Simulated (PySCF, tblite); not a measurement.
# C4H9FO: a rotation path, then NMR shifts on frames

How do NMR shifts of C4H9FO (`CCCOCF`) change as the atoms move?

The runs use tblite 0.8.0 and PySCF 2.14.0, with density-fitted response routines of our own; the level of theory stands in each step. All values are computed, except where a source is named. Atoms are numbered from 0 throughout.

## Step 1: The starting structure

15 atoms, charge 0, multiplicity 1; geometry from: GFN2-xTB.

Bonds of the start (Å): C0–C1 1.52, C1–C2 1.52, C2–O3 1.43, O3–C4 1.36, C4–F5 1.38, C0–H6 1.09, C0–H7 1.09, C0–H8 1.09, C1–H9 1.09, C1–H10 1.09, C2–H11 1.10, C2–H12 1.10, C4–H13 1.10, C4–H14 1.10.

## Step 2: The rotation path with GFN2-xTB

The job: settings as JSON, then the geometry in Å.

```
{"job": {"kind": "neb", "xc": "GFN2-xTB", "basis": "xTB", "atoms": [1, 2, 3, 4], "turn": 120}, "charge": 0, "multiplicity": 1}
C      2.279695    -0.416346     0.108872
C      1.105618     0.553384     0.140660
C     -0.226849    -0.179564     0.062765
O     -1.276035     0.782607     0.149034
C     -2.525158     0.273766    -0.016767
F     -2.885347    -0.550384     1.032192
H      2.271746    -1.001001    -0.808474
H      3.218733     0.128309     0.161706
H      2.232349    -1.101610     0.952102
H      1.122876     1.133648     1.063717
H      1.169643     1.252639    -0.694416
H     -0.313593    -0.728687    -0.886785
H     -0.315991    -0.897947     0.887808
H     -2.627941    -0.349128    -0.923454
H     -3.234160     1.108305    -0.020666
```

Method: GFN2-xTB climbing-image nudged elastic band, gas phase.

Launch:

```bash
$ OMP_NUM_THREADS=1 python probes_run.py task.json out
```

The driver reads the jobs from task.json and runs them one after another.

The log of the run:

```text
image   E - E0 / eV
  0       0.0000
  1       0.0063
  2       0.0241
  3       0.0443
  4       0.0532
  5       0.0410
  6       0.0152
  7       0.0004
  8      -0.0178
```

It took 1.8 s on 1 thread of Arm Neoverse V2, shared host; peak memory 0.19 GiB.

The final band, with the dihedral C1–C2–O3–C4:

| image | dihedral (°) | energy (eV) | energy (kcal/mol) |
| --- | --- | --- | --- |
| 0 | 175 | 0.000 | 0.0 |
| 1 | 188 | 0.006 | 0.1 |
| 2 | 201 | 0.024 | 0.6 |
| 3 | 216 | 0.044 | 1.0 |
| 4 | 231 | 0.053 | 1.2 |
| 5 | 246 | 0.041 | 0.9 |
| 6 | 261 | 0.015 | 0.4 |
| 7 | 276 | 0.000 | 0.0 |
| 8 | 284 | -0.018 | -0.4 |

## Step 3: NMR shieldings: image 0, PBE0/pcSseg-1

The job: settings as JSON, then the geometry in Å.

```
{"job": {"kind": "nmr", "xc": "PBE0", "basis": "pcSseg-1", "pop": false}, "charge": 0, "multiplicity": 1}
C      2.279700    -0.416300     0.108900
C      1.105600     0.553400     0.140700
C     -0.226800    -0.179600     0.062800
O     -1.276000     0.782600     0.149000
C     -2.525200     0.273800    -0.016800
F     -2.885300    -0.550400     1.032200
H      2.271700    -1.001000    -0.808500
H      3.218700     0.128300     0.161700
H      2.232300    -1.101600     0.952100
H      1.122900     1.133600     1.063700
H      1.169600     1.252600    -0.694400
H     -0.313600    -0.728700    -0.886800
H     -0.316000    -0.897900     0.887800
H     -2.627900    -0.349100    -0.923500
H     -3.234200     1.108300    -0.020700
```

With the program's defaults for keys left out, this is: GIAO PBE0/pcSseg-1 NMR shielding, non-relativistic, gas phase.

The log of the run:

```text
coarse grid: 12096 points
cycle   1  E = -332.3575367346  dE =  5.768e-01  |g| = 6.953e-01  |ddm| = 3.124e+00
cycle   2  E = -332.2935666349  dE =  6.397e-02  |g| = 9.462e-01  |ddm| = 1.007e+00
cycle   3  E = -332.4435441550  dE = -1.500e-01  |g| = 5.975e-02  |ddm| = 5.893e-01
cycle   4  E = -332.4440110870  dE = -4.669e-04  |g| = 3.375e-02  |ddm| = 5.351e-02
cycle   5  E = -332.4442386685  dE = -2.276e-04  |g| = 7.238e-03  |ddm| = 2.567e-02
cycle   6  E = -332.4442457826  dE = -7.114e-06  |g| = 3.115e-03  |ddm| = 5.905e-03
final grid: 115992 points
cycle   7  E = -332.4980885809  dE = -3.318e-05  |g| = 1.210e-02  |ddm| = 2.251e-02
cycle   8  E = -332.4980606606  dE =  2.792e-05  |g| = 1.760e-02  |ddm| = 1.657e-02
cycle   9  E = -332.4981149434  dE = -5.428e-05  |g| = 1.252e-03  |ddm| = 1.041e-02
cycle  10  E = -332.4981152782  dE = -3.348e-07  |g| = 2.473e-04  |ddm| = 1.124e-03
cycle  11  E = -332.4981152878  dE = -9.571e-09  |g| = 1.005e-04  |ddm| = 2.003e-04
cycle  12  E = -332.4981152892  dE = -1.415e-09  |g| = 2.024e-05  |ddm| = 6.323e-05
cycle  13  E = -332.4981152893  dE = -6.628e-11  |g| = 5.139e-06  |ddm| = 1.623e-05
converged SCF energy = -332.4981152893

GIAO shielding tensors (ppm)
atom      isotropic    diamagn.    paramagn.     s11        s22        s33       span
  0 C      175.473     246.786     -71.313    168.371    169.754    188.296     19.925
  1 C      159.789     246.960     -87.171    145.126    163.512    170.728     25.602
  2 C      110.704     248.332    -137.628     71.026    101.504    159.583     88.557
  3 O      238.037     397.344    -159.307    173.593    258.021    282.496    108.904
  4 C       79.116     237.851    -158.736     51.804     80.732    104.811     53.006
  5 F      347.632     473.863    -126.231    246.724    370.902    425.271    178.547
  6 H       30.919      29.669       1.250     26.646     28.980     37.133     10.487
  7 H       30.434      27.765       2.669     25.965     27.711     37.626     11.661
  8 H       30.862      29.522       1.340     26.530     29.030     37.025     10.496
  9 H       29.911      31.076      -1.165     25.394     29.448     34.890      9.496
 10 H       29.935      31.209      -1.274     25.499     29.322     34.983      9.484
 11 H       28.462      32.763      -4.301     25.089     28.927     31.370      6.281
 12 H       27.569      32.351      -4.782     22.564     29.265     30.878      8.314
 13 H       26.214      28.360      -2.147     21.889     26.723     30.029      8.140
 14 H       25.940      26.782      -0.842     21.294     26.005     30.522      9.229
```

It took 13 s on 1 thread of Arm Neoverse V2, shared host; peak memory 0.74 GiB.

Shifts follow as δ = σ(reference) − σ, with reference shieldings (ppm) from runs at the same level and on the same kind of geometry: 1H TMS 31.72, 13C TMS 186.9, 19F CFCl3 170.9, 17O H2O 336.1. The references are single molecules in the gas phase, so shifts against H2O, NH3, PH3, H3PO4 or CFCl3 are not on the usual liquid scales and can be off by tens of ppm. Each atom is listed at this fixed geometry, with no averaging over motion; a spectrum would average atoms that exchange fast.

```
atoms                               environment  σ (ppm)  δ (ppm)
   C4                 sp3 CH2 bonded to F and O     79.1    107.8
   C2                       sp3 CH2 bonded to O    110.7     76.2
   C1                                   sp3 CH2    159.8     27.1
   C0                             methyl carbon    175.5     11.5
  H14  hydrogen on an sp3 CH2 bonded to F and O    25.94     5.78
  H13  hydrogen on an sp3 CH2 bonded to F and O    26.21     5.50
  H12        hydrogen on an sp3 CH2 bonded to O    27.57     4.15
  H11        hydrogen on an sp3 CH2 bonded to O    28.46     3.25
   H9                    hydrogen on an sp3 CH2    29.91     1.81
  H10                    hydrogen on an sp3 CH2    29.93     1.78
   H7               hydrogen on a methyl carbon    30.43     1.28
   H8               hydrogen on a methyl carbon    30.86     0.86
   H6               hydrogen on a methyl carbon    30.92     0.80
   O3                              ether oxygen    238.0     98.0
   F5                 fluorine on an sp3 carbon    347.6   -176.7
```

Orbitals, density, ELF and potential are computed afterwards from the orbital file.

Frontier orbitals at PBE0/pcSseg-1, with the share of their density that lies nearest to each atom:

```
orbital  energy (eV)                                                            lies on
   HOMO        -8.28                          O3 59 %; H11, H12 about 9 % each; H13 7 %
   LUMO         1.49  H6, H8, H11 about 15 % each; H7, H10, H12 about 10 % each; H9 7 %
```

ELF in a plane through or near 7 of the atoms.

Values, 10 rows by 14 columns:
```
0.00 0.00 0.00 0.00 0.00 0.00 0.00 0.00 0.00 0.00 0.00 0.00 0.00 0.00
0.00 0.00 0.00 0.00 0.00 0.00 0.00 0.00 0.00 0.00 0.00 0.00 0.00 0.00
0.00 0.00 0.00 0.00 0.01 0.12 0.12 0.00 0.13 0.03 0.01 0.08 0.00 0.00
0.00 0.00 0.18 0.61 0.03 0.57 0.62 0.03 0.86 0.39 0.71 1.00 0.23 0.00
0.00 0.00 0.96 1.00 0.65 0.52 0.34 0.42 0.39 0.79 0.91 0.99 0.46 0.00
0.00 0.00 0.73 0.93 0.79 0.85 0.79 0.96 0.55 0.52 0.14 0.16 0.01 0.00
0.00 0.00 0.02 0.18 0.68 0.29 0.10 0.68 0.18 0.07 0.17 0.09 0.00 0.00
0.00 0.00 0.00 0.03 0.12 0.04 0.01 0.11 0.03 0.01 0.06 0.01 0.00 0.00
0.00 0.00 0.00 0.00 0.01 0.00 0.00 0.00 0.00 0.00 0.00 0.00 0.00 0.00
0.00 0.00 0.00 0.00 0.00 0.00 0.00 0.00 0.00 0.00 0.00 0.00 0.00 0.00
```
The map spans 11.8 Å across and 7.9 Å up, centred on the molecule. Atoms in the plane (x, y in Å): C0 (-2.3, -0.2), C1 (-1.1, 0.6), C2 (0.2, -0.2), O3 (1.3, 0.7), C4 (2.5, 0.1), H7 (-3.2, 0.4), H14 (3.3, 0.9).

log10 of the density (e/Å³) in the same plane.

Values, 10 rows by 14 columns:
```
-4.0 -4.0 -4.0 -4.0 -4.0 -4.0 -4.0 -4.0 -4.0 -4.0 -4.0 -4.0 -4.0 -4.0
-4.0 -4.0 -4.0 -4.0 -3.5 -2.8 -2.8 -3.4 -3.8 -3.9 -3.9 -3.9 -4.0 -4.0
-4.0 -4.0 -3.8 -3.2 -2.5 -1.7 -1.7 -2.3 -1.9 -2.2 -2.5 -2.6 -3.5 -4.0
-4.0 -3.7 -2.4 -1.6 -1.5 -0.4 -0.4 -1.2 -0.2 -0.7 -0.8 -1.0 -2.3 -3.9
-4.0 -3.1 -1.4  0.0 -0.2  0.2  0.3 -0.2  0.9  0.3  0.3 -0.4 -2.0 -3.7
-4.0 -3.1 -1.5 -0.1  1.5  0.0  0.0  2.1 -0.1  0.0  0.2 -0.9 -2.4 -3.9
-4.0 -3.6 -2.2 -1.0 -0.1 -0.7 -1.0 -0.2 -0.9 -1.0 -0.5 -1.3 -2.9 -4.0
-4.0 -4.0 -3.0 -2.1 -1.5 -1.9 -2.1 -1.6 -2.0 -2.1 -1.7 -2.2 -3.8 -4.0
-4.0 -4.0 -4.0 -3.1 -2.7 -2.9 -3.1 -2.8 -3.0 -3.4 -3.2 -3.8 -4.0 -4.0
-4.0 -4.0 -4.0 -4.0 -4.0 -4.0 -4.0 -4.0 -4.0 -4.0 -4.0 -4.0 -4.0 -4.0
```
The map spans 11.8 Å across and 7.9 Å up, centred on the molecule. Atoms in the plane (x, y in Å): C0 (-2.3, -0.2), C1 (-1.1, 0.6), C2 (0.2, -0.2), O3 (1.3, 0.7), C4 (2.5, 0.1), H7 (-3.2, 0.4), H14 (3.3, 0.9).

On the surface of density 0.002 e/bohr³ the electrostatic potential runs, from the 1st to the 99th percentile, from -1.22 V near O3 to 0.89 V near H13.

## Step 4: Nuclear shieldings: image 2, PBE0/pcSseg-1

The job: settings as JSON, then the geometry in Å.

```
{"job": {"kind": "nmr", "xc": "PBE0", "basis": "pcSseg-1", "pop": false}, "charge": 0, "multiplicity": 1}
C      2.260500    -0.421800     0.181500
C      1.089000     0.548100     0.126300
C     -0.218200    -0.171000    -0.184200
O     -1.280900     0.782300    -0.127600
C     -2.518500     0.255100     0.071700
F     -2.650300    -0.248400     1.352900
H      2.388600    -0.926200    -0.774000
H      3.179000     0.111000     0.415300
H      2.096800    -1.175100     0.948200
H      0.977600     1.054200     1.086100
H      1.259600     1.310800    -0.634600
H     -0.188900    -0.623100    -1.185800
H     -0.389400    -0.963500     0.554000
H     -2.759100    -0.588600    -0.597500
H     -3.250100     1.064400    -0.024100
```

Method: GIAO PBE0/pcSseg-1 NMR shielding, non-relativistic, gas phase.

The log of the run:

```text
coarse grid: 12096 points
cycle   1  E = -332.3562507747  dE =  5.722e-01  |g| = 6.977e-01  |ddm| = 3.125e+00
cycle   2  E = -332.2912925087  dE =  6.496e-02  |g| = 9.508e-01  |ddm| = 1.019e+00
cycle   3  E = -332.4428921904  dE = -1.516e-01  |g| = 5.946e-02  |ddm| = 5.983e-01
cycle   4  E = -332.4433563494  dE = -4.642e-04  |g| = 3.339e-02  |ddm| = 5.358e-02
cycle   5  E = -332.4435815007  dE = -2.252e-04  |g| = 7.204e-03  |ddm| = 2.580e-02
cycle   6  E = -332.4435885628  dE = -7.062e-06  |g| = 3.134e-03  |ddm| = 5.926e-03
final grid: 115992 points
cycle   7  E = -332.4973049716  dE = -3.383e-05  |g| = 1.185e-02  |ddm| = 2.217e-02
cycle   8  E = -332.4972782586  dE =  2.671e-05  |g| = 1.723e-02  |ddm| = 1.649e-02
cycle   9  E = -332.4973304378  dE = -5.218e-05  |g| = 1.243e-03  |ddm| = 1.029e-02
cycle  10  E = -332.4973307696  dE = -3.317e-07  |g| = 2.367e-04  |ddm| = 1.122e-03
cycle  11  E = -332.4973307783  dE = -8.742e-09  |g| = 1.016e-04  |ddm| = 1.999e-04
cycle  12  E = -332.4973307797  dE = -1.444e-09  |g| = 2.106e-05  |ddm| = 6.462e-05
cycle  13  E = -332.4973307798  dE = -7.208e-11  |g| = 5.092e-06  |ddm| = 1.651e-05
converged SCF energy = -332.4973307798

GIAO shielding tensors (ppm)
atom      isotropic    diamagn.    paramagn.     s11        s22        s33       span
  0 C      175.538     246.857     -71.320    167.174    171.131    188.308     21.134
  1 C      159.384     247.136     -87.752    144.075    162.883    171.192     27.117
  2 C      113.377     248.413    -135.036     71.791    106.737    161.604     89.814
  3 O      243.063     397.439    -154.376    178.036    268.630    282.523    104.487
  4 C       80.526     236.897    -156.371     53.072     83.246    105.260     52.188
  5 F      352.919     474.552    -121.633    235.720    381.611    441.427    205.707
  6 H       30.922      29.480       1.442     26.659     28.873     37.234     10.575
  7 H       30.447      27.797       2.651     25.993     27.706     37.643     11.651
  8 H       30.933      29.781       1.152     26.550     29.255     36.994     10.445
  9 H       29.982      31.352      -1.370     25.554     29.578     34.813      9.259
 10 H       29.879      31.054      -1.175     25.475     29.230     34.933      9.458
 11 H       28.112      32.121      -4.008     24.064     28.620     31.652      7.588
 12 H       27.885      32.827      -4.942     23.197     29.217     31.240      8.043
 13 H       26.257      27.990      -1.733     21.929     26.557     30.285      8.356
 14 H       26.029      26.645      -0.616     21.342     25.974     30.772      9.430
```

Wall time 10 s (1 thread of Arm Neoverse V2, shared host); peak memory 0.73 GiB.

In short: δ C4 106.4, C2 73.5, C1 27.5, C0 11.4, H14 5.69, H13 5.46 ppm.

(Part 1 of 2 ends here.)
